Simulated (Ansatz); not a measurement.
# GeH, doublet: stretch scan

Starting geometry (PBE0/def2-TZVP stationary point for this spin):

```yaml
atoms:
  - { symbol: Ge, position_ang: [0.0000, 0.0000, 0.0000] }
  - { symbol: H, position_ang: [0.0000, 0.0000, 1.6012] }
```

From there H2 moves along the line of the two atoms named below, all else staying in place; atoms are numbered as listed. Energies are in kJ/mol, counted from the starting geometry at the same level. Kohn–Sham curves are unrestricted where that lies lower.

Basis cc-pVTZ; Ansatz 0.2.0. Correlated methods freeze the noble-gas cores and the filled d shells of p-block atoms. Prefix R: restricted or restricted open-shell reference; prefix U: unrestricted. Active spaces: valence = (5e, 5o) chosen from the atoms' valence shells. No spin–orbit coupling is included, and no scalar relativity.

Unrestricted rows (U, and Kohn–Sham where it breaks symmetry) aren't spin-pure: their determinants' ⟨S²⟩ exceeds S(S+1) by up to 1.01, so they mix in states of higher spin. Runs in a small pair space aren't shown, since their orbitals change along the scan. A value is left out where its run failed or describes another state than the reference as far as symmetry and spin tell, or, spin-broken singlets apart, can't be checked.

Full CI is exact within this basis and frozen core; it isn't the basis-set limit. The frozen core follows each run's orbitals, which can shift R against U totals by a few meV for light atoms and by up to 0.1 eV past Ca.

```tsv
distance Ge1-H2 (Å)	full CI	curve A	curve B	curve C	curve D
1.312	86.2	83.0	78.4	88.1	81.4
1.434	23.9	21.8	20.2	25.2	20.8
1.601	0.0	0.0	0.0	0.0	0.0
1.784	15.8	19.0	18.9	14.2	20.4
1.946	46.1	53.1	52.2	43.0	56.0
2.265	117.1	150.0	131.5	111.0	129.6
2.550	174.3	207.4	198.6	165.9	162.8
2.918	227.3	238.7	249.9	216.3	180.7
3.483	264.3	253.5	277.5	250.5	189.1
4.372	275.5	257.6	284.6	260.3	191.3
5.486	276.7	258.2	–	–	191.6
```

Problem. The curves come from NEVPT2 (valence space), UHF, UMP2, wB97M-V. Compare each with full CI and say which is which.

Solution. A: UMP2, B: wB97M-V, C: NEVPT2 (valence space), D: UHF. Spread of the error against full CI, over the points where both stand: A 51.6, B 32.1, C 17.1, D 97.6 kJ/mol. 

Functionals correlate the shells that the reference freezes, so part of their error here is the reference's.
